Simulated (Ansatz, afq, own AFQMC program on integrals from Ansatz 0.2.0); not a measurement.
N2H, quartet in cc-pVDZ, levels against CCSDT(Q)

```csv
atom,x (Å),y (Å),z (Å)
N,0.0000,0.0592,0.1885
N,0.0000,0.5355,-1.1739
H,0.0000,-0.5947,0.9854
```

Connectivity, by distances: NH–N.

Basis cc-pVDZ. Noble-gas cores (and the filled d shells of Ga–Kr and In–Xe) are frozen. Integrals, coupled cluster, full CI and functionals: Ansatz 0.2.0; the random walks run on the same integrals in our own AFQMC program. The CISD trial takes its coefficients from CCSD amplitudes. Released means that phaseless walkers are propagated on without the constraint, phases kept. Free AFQMC starts from the CCSD state and is never constrained. Its projection time is finite, and what remains of the start isn't in its error. ± is one standard error of the sampling.

Determinant: UHF, the one that the program's search chose, which needn't be the lowest solution. The geometry is a point of a scan.

No full CI on the walks' own integrals is used here; CCSDT(Q) serves as the reference and is uncertain by about the last step of the cluster series.

Cautions: lower spins were not checked.

The T1 diagnostic is 0.0271. The weight of the determinant in the CISD state is 0.893. The ⟨S²⟩ of the determinant is 3.786 and the size of the correlated space is 11 electrons in 31 orbitals.

```tsv
level	correlation energy (eV)
MP2	-6.3946
CCSD	-7.2748
CCSD(T)	-7.4703
```

Task: Estimate where AFQMC with the constraint released lies against CCSD(T) on the same integrals.

Result: 3.7 ± 2.0 kJ/mol below CCSD(T). The gap is under twice the noise, so this walk alone can't tell the two apart.

Reference: CCSDT(Q), correlation energy -7.519 eV. The released energy is read at 2.40 1/Eh (meV from the phaseless value at times in 1/Eh: 7 ± 14 at 0.24, 11 ± 13 at 0.51, 13 ± 16 at 0.99, 6 ± 19 at 1.62, 25 ± 21 at 2.40).

| level | E − E(reference) (kJ/mol) | share of correlation (%) |
| --- | --- | --- |
| CCSD(T) | 4.7 | 99.35 |
| CCSDT | 1.7 | 99.76 |
| ph-AFQMC/HF | 1.0 ± 6.1 | 99.87 |
| ph-AFQMC/CISD | -1.5 ± 1.5 | 100.20 |
| released AFQMC | 1.0 ± 2.0 | 99.87 |
| free AFQMC | 0.0 ± 1.6 | 99.99 |

Free projections are given only where their last times agree within the noise and don't stop above the reference; a slow remainder of the start can still hide under it. A walk keeps the symmetry of its determinant, which the program's search chose and which needn't be the lowest solution, so a lower state of the same spin and another symmetry isn't excluded. Released energies are given only where the last usable release times agree within the noise; a slower fall can still hide under it.
